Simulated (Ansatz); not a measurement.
## Ansatz (development build ahead of 0.2.0) run

```yaml
crystal:
  periodic: [false, false, false]
  atoms:
    - { symbol: P, position_ang: [0.03619, -0.01159, -0.89779] }
    - { symbol: F, position_ang: [0.02697, -0.04154, 0.87214] }
basis:
  gaussian: { orbitals: def2-SVP }
total_charge: -1
magnetization:
  initial_magnetization: 1
hamiltonian:
  xc: hf
correlation:
  method: mp2
  frozen_orbitals: { F: 1, P: 5 }
```

The input is written out in the form of the current development build from the run's settings. Correlation on restricted open-shell orbitals is semicanonical, with singles.

Output:

| Property | Result |
| --- | --- |
| Converged | yes |
| Reference energy | -439.92931 hartree |
| Correlation energy | -0.27765 hartree |
| Total energy | -440.20696 hartree |
| Spin squared of the determinant | 0.750 |
| Stability test | minimum among restricted orbitals |
| Occupied orbitals by symmetry in an Abelian subgroup (alpha; beta) | 7 A1 3 B1 3 B2; 7 A1 3 B1 2 B2 |

Messages of the program:
```
mean field -11971.08641590 eV, -439.9293114906 hartree, gradient 2.1e-6 eV, S^2 0.750000; 2 other ends of a descent, 0 dependent functions left out
```

Caution: no diffuse functions for an anion.
